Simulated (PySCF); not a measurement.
Gas-phase reaction: BH + N + H → HBNH

Method: PySCF energies plus ideal-gas RRHO corrections (1 bar). † marks an energy on the PBE0/def2-TZVP geometry and frequencies. CCSD(T) freezes the core. Open shells (unrestricted): N (multiplicity 4), H (multiplicity 2); the rest are closed-shell singlets. HBNH: computed as isolated molecules; such fragments, hydroxides, amides, oligomers or adducts are transient or little studied in the gas. CCSD(T) isn't extrapolated to the basis-set limit.

PBE0/def2-SVP† gives ΔH°(298 K) = -1112 kJ.

Q: What do r2SCAN/def2-TZVP†, M06-2X/def2-TZVP†, CCSD(T)/def2-SVP† give?

A: r2SCAN/def2-TZVP†: -1106 kJ; M06-2X/def2-TZVP†: -1093 kJ; CCSD(T)/def2-SVP†: -1016 kJ. For scale, ΔH°(298 K) is -1112 kJ at this level, -1097 kJ at ωB97M-V/def2-TZVP†, and runs from -1560 to -715 kJ over the 20 levels computed.
